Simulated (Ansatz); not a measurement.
# SiH₂ (singlet): from Hartree-Fock to the top rungs at angle H2–Si1–H3 = 73.8°, cc-pVDZ

How much of the correlation energy of SiH₂ (singlet) does each wave-function method recover here?

The runs use Ansatz 0.2.0, Gaussian basis; cc-pVDZ, core rule «outside noble gas», up to 5 orbitals frozen.

To be run: UHF; CCSD(T) on RHF; CCSD(T) on UHF; BCCD(T) on RHF; CISD; CCSDT(Q) on RHF; CCSDT(Q) on UHF; CCSDTQ on RHF; CASSCF and MRCISD+Q, 2 electrons in 2 orbitals; CASSCF and NEVPT2, 2 electrons in 2 orbitals; CASSCF and MRCISD+Q, 6 electrons in 6 orbitals; CASSCF and NEVPT2, 6 electrons in 6 orbitals; Full CI.

9 further runs of the same task are left out: 1 for a mislabelled method, 7 that didn't finish, 1 set aside as unsound or not needed.

## 1. The system

The geometry derives from a PBE0/def2-TZVP stationary point (not a proven minimum). One angle is set to the value named; bond lengths are kept.

3 atoms, charge 0, spin multiplicity 1.

Atoms are counted from 1 here; the program's logs count them from 0.

Bond lengths: Si1–H2 1.526 Å, Si1–H3 1.526 Å. Angles: H2–Si1–H3 73.8°.

## 2. UHF

in.yaml reads:

```yaml
crystal:
  periodic: [false, false, false]
  atoms:
    - {symbol: Si, position_ang: [0.000000, -0.081700, 0.000000]}
    - {symbol: H, position_ang: [0.000000, 1.138249, -0.915963]}
    - {symbol: H, position_ang: [0.000000, 1.138249, 0.915963]}
basis:
  gaussian: {orbitals: cc-pVDZ}
magnetization: {spin_polarized: true, initial_magnetization: 0}
hamiltonian: {xc: hf}
output: {orbitals: {seedname: orbitals}}
```

On the command line:

```bash
$ ansatz run in.yaml --threads 1 --pin off --events-out ev --progress --plain --max-ram 2393MiB
```

After this run come: CCSD(T) on RHF; CCSD(T) on UHF; BCCD(T) on RHF; CISD; CCSDT(Q) on RHF; CCSDT(Q) on UHF; CCSDTQ on RHF; CASSCF and MRCISD+Q, 2 electrons in 2 orbitals; CASSCF and NEVPT2, 2 electrons in 2 orbitals; CASSCF and MRCISD+Q, 6 electrons in 6 orbitals; CASSCF and NEVPT2, 6 electrons in 6 orbitals; Full CI.

Before running them: what should the planned runs give, taken together? Wanted: FCI below the RHF energy; RMP2 from FCI; RCCSD from FCI; RCCSD(T) from FCI; RCCSDT(Q) from FCI; NEVPT2 pair from FCI; NEVPT2 valence from FCI; MRCISD+Q valence from FCI; T1 diagnostic.

**Answer**, as computed:

| quantity | value |
| --- | --- |
| FCI below the RHF energy | -3.3269 eV |
| RMP2 from FCI | +863.8 meV |
| RCCSD from FCI | +86.6 meV |
| RCCSD(T) from FCI | +20.6 meV |
| RCCSDT(Q) from FCI | +0.7 meV |
| NEVPT2 pair from FCI | +778.2 meV |
| NEVPT2 valence from FCI | +620.3 meV |
| MRCISD+Q valence from FCI | +14.2 meV |
| levels within 1 kcal/mol (43 meV) | RCCSD(T), BCCD(T), RCCSDT, RCCSDT(Q), RCCSDTQ, MRCISD+Q valence |
| T1 diagnostic | 0.015 |
| effectively unpaired electrons | 0.09 |

RCCSD(T) misses by +20.6 meV, 0.6 % of the correlation energy. One determinant dominates. Of the multireference levels listed MRCISD+Q valence comes nearest in total energy (+14.2 meV), which doesn't show that its space is the better one. These misses are within one basis, not against nature.
